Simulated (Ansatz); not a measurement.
# BCP+ (doublet): from Hartree-Fock to the top rungs, def2-QZVPP

The task here is to estimate one member of a computed series from the others.

The runs use Ansatz 0.2.0, Gaussian basis; def2-QZVPP, core rule «outside noble gas», up to 7 orbitals frozen.

Plan: UHF; ROHF; CCSD(T) on UHF.

2 further runs of the same task are left out: 2 set aside as unsound or not needed.

## The system

The geometry is a PBE0/def2-TZVP stationary point (not a proven minimum) of the parent state, kept for this charge and spin.

3 atoms, charge 1, spin multiplicity 2.

Atoms are counted from 1 here; the program's logs count them from 0.

Bond lengths: C1–B2 1.398 Å, C1–P3 1.692 Å, B2–P3 1.783 Å. Angles: B2–C1–P3 69.7°, C1–B2–P3 62.9°, C1–P3–B2 47.4°.

Set-up of the first run:

The input, in.yaml:

```yaml
crystal:
  periodic: [false, false, false]
  atoms:
    - {symbol: C, position_ang: [0.000000, -0.660483, 0.884179]}
    - {symbol: B, position_ang: [0.000000, 0.736387, 0.949337]}
    - {symbol: P, position_ang: [0.000000, -0.000911, -0.674212]}
basis:
  gaussian: {orbitals: "def2-QZVPP.json"}
total_charge: 1
magnetization: {spin_polarized: true, initial_magnetization: 1}
hamiltonian: {xc: hf}
output: {orbitals: {seedname: orbitals}}
```

Command:

```sh
> ansatz run in.yaml --threads 1 --pin off --events-out ev --progress --plain --max-ram 2393MiB
```

Among the steps run: UHF; ROHF; CCSD(T) on UHF.

One table of the session follows, with a row left open; its other results are not shown here.

It belongs to the step «Misses and costs». 

| method | from UCCSD(T) (meV) |
| --- | --- |
| ROHF | ? |
| UHF | +10426.2 |
| UMP2 | +1662.9 |
| UCCSD | +730.6 |
| UCCSD(T) | 0 |

Estimate the missing values for ROHF.

**Answer.** from UCCSD(T) (meV): +10989.9. In the column «from UCCSD(T) (meV)» it is the highest.
